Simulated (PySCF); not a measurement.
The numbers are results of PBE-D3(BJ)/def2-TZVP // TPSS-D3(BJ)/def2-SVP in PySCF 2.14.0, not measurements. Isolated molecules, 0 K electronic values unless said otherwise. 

Reference species (SMILES): `[C-]#[NH+]` (neutral, multiplicity 1).

```
Quantity         Result
-------------  --------
dipole moment    3.11 D
LUMO           -0.88 eV
```

Changed species: `[C-]#[S+]` (free ligand CS; the reference has free ligand CNH).

**Question.** Give the shifts of the dipole moment and LUMO.

**Answer.** the dipole moment decreases by 1.20 D, to 1.91 D; the LUMO falls by 2.54 eV, to -3.42 eV.
